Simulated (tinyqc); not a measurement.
UHF in the sto-6g basis, for H2O, spin multiplicity 1, step by step. One step of it, computed by the program tinyqc.

Problem. Iteration 2: DIIS coefficients. Solve [B -1; -1 0][c; lambda] = [0; -1] for the coefficients, which sum to one.

B (overlaps of the stored error matrices):
```
,1,2
1,9.9511255e-01,4.0538790e-01
2,4.0538790e-01,1.8452239e-01
```

Give: DIIS coefficients.

Solution.

DIIS coefficients: -0.599  1.599
